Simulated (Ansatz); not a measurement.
This was printed by a script on Ansatz's Python interface, for harmonic frequencies at the relaxed geometry of C2H6Si, SMILES C=C[SiH3]. What did the script look like? Level of theory (for the species named): Hartree-Fock, def2-SVP basis, multiplicity 1.

```tsv
atom	x (Å)	y (Å)	z (Å)
C	-0.7026	0.8364	-1.0511
C	-0.0918	0.6664	0.0808
Si	0.5143	-0.9360	0.6805
H	-0.9072	0.0918	-1.7653
H	-1.0825	1.8730	-1.3486
H	0.1168	1.5182	0.7442
H	2.0453	-0.8573	0.8708
H	0.2645	-2.0039	-0.2758
H	-0.0683	-1.2350	2.0474
```

```console
$ python c2h6si_freq.py
final positions (A) and the move of each atom
C    -0.71811    0.88036   -1.05514    0.0468
C    -0.07773    0.71008    0.09496    0.0480
Si    0.56635   -0.94448    0.70731    0.0592
H    -0.91713    0.05719   -1.73357    0.0480
H    -1.07589    1.85315   -1.37646    0.0348
H     0.08160    1.58783    0.71802    0.0823
H     2.03688   -0.89691    0.90051    0.0502
H     0.23943   -1.99679   -0.28457    0.0275
H    -0.04689   -1.29683    2.01184    0.0745
frequencies (1/cm): 142 298 465 659 764 781 1024 1026 1046 1103 1111 1136 1389 1542 1808 2313 2324 2337 3278 3292 3373
imaginary modes: 0  zero-point energy: 1.9348 eV
T (K)   F_vib (eV)   S_vib (meV/K)   C_vib (meV/K)
 200.0      1.9240        0.1477          0.2277
 300.0      1.9032        0.2727          0.4050
 400.0      1.8690        0.4142          0.5848
 500.0      1.8202        0.5622          0.7433
 600.0      1.7565        0.7099          0.8780
deuterated (1/cm): 107 251 343 534 611 645 738 749 770 825 829 907 1093 1168 1662 1670 1679 1721 2391 2445 2514
zero-point energy falls by 0.4685 eV
```

The script that was run (others could print the same):

The script, `c2h6si_freq.py`:
```python
"""Vibrations of C2H6Si."""

from dataclasses import dataclass

import ansatz as az
import numpy as np


@dataclass(frozen=True)
class Options:
    basis_set: str = "def2-SVP"
    functional: str = "HF"


cfg = Options()

GEOMETRY = """
C    -0.70260    0.83640   -1.05110
C    -0.09180    0.66640    0.08080
Si    0.51430   -0.93600    0.68050
H    -0.90720    0.09180   -1.76530
H    -1.08250    1.87300   -1.34860
H     0.11680    1.51820    0.74420
H     2.04530   -0.85730    0.87080
H     0.26450   -2.00390   -0.27580
H    -0.06830   -1.23500    2.04740
"""

c2h6si = az.Crystal.molecule()
for line in GEOMETRY.strip().splitlines():
    symbol, *xyz = line.split()
    c2h6si = c2h6si.atom(symbol, [float(v) for v in xyz])

calc = (
    c2h6si.calculation()
    .basis(gaussian=cfg.basis_set)
    .functional(cfg.functional)
)
symbols = [site.symbol for site in c2h6si.cartesian_sites]
start = np.array([site.position_ang for site in c2h6si.cartesian_sites], dtype=float)
report = calc.relax(force_tolerance=0.003).run(threads=1).report
end = np.array(report["positions_ang"])

print("final positions (A) and the move of each atom")
for symbol, xyz, old in zip(symbols, end, start):
    print(f"{symbol:2s} {xyz[0]:10.5f} {xyz[1]:10.5f} {xyz[2]:10.5f}   {np.linalg.norm(xyz - old):7.4f}")

# frequencies need a stationary point, so they are taken at the relaxed geometry
minimum = az.Crystal.molecule()
for symbol, place in zip(symbols, end):
    minimum = minimum.atom(symbol, place.tolist())
vibrating = (
    minimum.calculation()
    .basis(gaussian=cfg.basis_set)
    .functional(cfg.functional)
    .phonons(temperatures=(200, 600, 100))
)
vib = vibrating.run(threads=1).report["vibrations"]
sums = vib["harmonic_sums"]
modes = [m["omega_inv_cm"] for m in sums["modes_at_gamma"] if m["rigid_motion"] == "no"]
print("frequencies (1/cm):", " ".join(f"{w:.0f}" for w in modes))
print("imaginary modes:", sum(w < 0 for w in modes), " zero-point energy:", round(sums["zero_point_energy_ev"], 4), "eV")
print("T (K)   F_vib (eV)   S_vib (meV/K)   C_vib (meV/K)")
for row in zip(sums["temperatures_k"], sums["vibrational_free_energy_ev"], vib["entropy_ev_per_k"], vib["heat_capacity_ev_per_k"]):
    print(f"{row[0]:6.1f} {row[1]:11.4f} {1000 * row[2]:13.4f} {1000 * row[3]:15.4f}")

# all hydrogen replaced by deuterium
heavier = vibrating.phonons(masses={"H": 2.014102}).run(threads=1).report["vibrations"]["harmonic_sums"]
print("deuterated (1/cm):", " ".join(f"{m['omega_inv_cm']:.0f}" for m in heavier["modes_at_gamma"] if m["rigid_motion"] == "no"))
print("zero-point energy falls by", round(sums["zero_point_energy_ev"] - heavier["zero_point_energy_ev"], 4), "eV")
```

The frequencies are harmonic and unscaled, in a modest basis. The result belongs to the one conformer reached from this start, and soft torsions count as harmonic oscillators. Finished in 92 s on 1 thread of Arm Neoverse V1 (shared host), peak memory 0.21 GiB.

(A comment or docstring line of the script was reworded after the run, the code is as it ran; lines on the test bed's own set-up are left out of the output.)
